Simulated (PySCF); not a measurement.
LiH, SMILES [LiH]. Coordinates come from a PBE-D3(BJ)/def2-TZVPD optimisation.

Method: PBE-D3(BJ)/def2-TZVPD run with PySCF 2.14.0.

Harmonic wavenumbers (cm⁻¹): 1384. Rotational constants (GHz): 223.3 (linear); symmetry number 1.

Q: Work out the zero-point energy and the ideal-gas rigid-rotor harmonic-oscillator thermochemistry at 298.15 K and 1 atm.

A: ZPE = ½ Σ hcν = ½ × 1384 cm⁻¹ = 1.98 kcal/mol. H − E(el) = 4.06 kcal/mol. Entropy in cal/(mol K): translation 32.17, rotation 8.60, vibration 0.02, total 40.79. G − E(el) = -8.10 kcal/mol. Cp = 7.07 cal/(mol K).
